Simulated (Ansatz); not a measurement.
# Al2P+ (quintet): from Hartree-Fock to the top rungs, cc-pVDZ

One table from this session's results is given with a row withheld; the runs are named, their logs left out.

The runs use Ansatz 0.2.0, Gaussian basis; cc-pVDZ, core rule «outside noble gas», up to 15 orbitals frozen.

Plan: UHF; CCSD(T) on ROHF; CCSD(T) on UHF; BCCD(T) on ROHF; CISD; CCSDT(Q) on ROHF; CCSDT(Q) on UHF.

38 further runs of the same task are left out: 14 for a known fault of the program, 11 that didn't finish, 13 set aside as unsound or not needed.

### The geometry

The geometry is a PBE0/def2-TZVP stationary point (not a proven minimum) of the parent state, kept for this charge and spin.

3 atoms, charge 1, spin multiplicity 5.

Atoms are counted from 1 here; the program's logs count them from 0.

Bond lengths: Al1–P2 2.259 Å, Al1–Al3 2.665 Å, P2–Al3 2.259 Å. Angles: P2–Al1–Al3 53.9°, Al1–P2–Al3 72.3°, Al1–Al3–P2 53.9°.

As a file:

```xyz
3

Al    0.00000   -0.66530   -1.33270
P     0.00000    1.15910    0.00000
Al    0.00000   -0.66530    1.33270
```

Set-up of the first run:

in.yaml reads:

```yaml
crystal:
  periodic: [false, false, false]
  atoms:
    - {symbol: Al, position_ang: [0.000000, -0.665301, -1.332700]}
    - {symbol: P, position_ang: [0.000000, 1.159099, 0.000000]}
    - {symbol: Al, position_ang: [0.000000, -0.665301, 1.332700]}
basis:
  gaussian: {orbitals: cc-pVDZ}
total_charge: 1
magnetization: {spin_polarized: true, initial_magnetization: 4}
hamiltonian: {xc: hf}
output: {orbitals: {seedname: orbitals}}
```

Command:

```console
$ ansatz run in.yaml --threads 1 --pin off --events-out ev --progress --plain --max-ram 2393MiB
```

Among the steps run: UHF; CCSD(T) on ROHF; CCSD(T) on UHF; BCCD(T) on ROHF; CISD; CCSDT(Q) on ROHF; CCSDT(Q) on UHF.

One table of the session follows, with a row left open; its other results are not shown here.

| method | from UCCSDT(Q) (kcal/mol) |
| --- | --- |
| ROHF | +124.75 |
| UHF | ? |
| RMP2 | +25.93 |
| UMP2 | +26.55 |
| CISD | +15.17 |
| RCCSD | +7.67 |
| UCCSD | +7.40 |
| RCCSD(T) | +1.55 |
| UCCSD(T) | +1.57 |
| BCCD(T) | +1.58 |
| RCCSDT | +0.57 |
| UCCSDT | +0.52 |
| RCCSDT(Q) | +0.06 |
| UCCSDT(Q) | 0 |

**Question.** Estimate the row for UHF.

The run gave: from UCCSDT(Q) (kcal/mol): +120.57. In the column «from UCCSDT(Q) (kcal/mol)» it lies between UMP2 (+26.55) and ROHF (+124.75).

Limits of these values: Restricted and unrestricted rows rest on different reference determinants; where their highest levels disagree by more than a few hundredths of an eV, they describe different states and don't form one ladder.
